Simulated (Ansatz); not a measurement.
Molecule: silane, SiH$_{4}$, net charge 0, singlet state. SMILES: [SiH4]
Geometry from a B3LYP-D3(BJ)/def2-TZVP (Ansatz, a quantum-chemistry and plane-wave program) optimisation:
```
Si
H 1 1.4803
H 1 1.4803 2 109.47
H 1 1.4803 2 109.47 3 -120.00
H 1 1.4803 2 109.47 4 -120.00
```

Quantity: enthalpy of formation at 298 K, in kcal/mol. Conventions: non-relativistic; 6-311+G** with 5d, 6d on Na to Ar in Ansatz; UHF or UKS for open shells; no spin-orbit coupling; 6-31G* and kin with 6d, 5d where marked; valence correlation only; LANL2DZ with its own core potentials from Na on. CBS(X,Y): correlation extrapolated as X^-3; Hartree-Fock from the larger set. Ab initio and DFT rows: single points at B3LYP-D3(BJ) geometries (Ansatz), with unscaled harmonic terms from B3LYP/6-31G* at its own minima, enthalpies of formation by atomisation with measured atoms.

Measured values: G2/97 table in ASE (Curtiss et al.); they hold spin-orbit and core effects, anharmonicity. 

Value to compare with, the measured value: 8.2 kcal/mol.

```json
[
 {"level": "MP2/STO-3G", "program": "Ansatz", "enthalpy of formation at 298 K (kcal/mol)": "-56.4", "error": "-64.6"},
 {"level": "MP2/3-21G", "program": "Ansatz", "enthalpy of formation at 298 K (kcal/mol)": "76.1", "error": "67.9"},
 {"level": "MP2/LANL2DZ", "program": "Ansatz", "enthalpy of formation at 298 K (kcal/mol)": "63.8", "error": "55.6"},
 {"level": "MP2/6-31G*", "program": "Ansatz", "enthalpy of formation at 298 K (kcal/mol)": "53.0", "error": "44.8"},
 {"level": "MP2/6-311+G**", "program": "Ansatz", "enthalpy of formation at 298 K (kcal/mol)": "29.1", "error": "20.9"},
 {"level": "CCSD(T)/CBS(def2-TZVPPD,def2-QZVPPD)", "program": "Ansatz", "enthalpy of formation at 298 K (kcal/mol)": "5.4", "error": "-2.8"}
]
```

Among the 5 habitual levels, MP2/3-21G lies farthest from the measured value (67.9 kcal/mol) and MP2/6-311+G** nearest (20.9); 4 of 5 lie above it, and their mean absolute error is 50.8 kcal/mol, the median 55.6. One case shows no general order.

The sets are all those run for this method; runs whose electronic state is in doubt are left out.
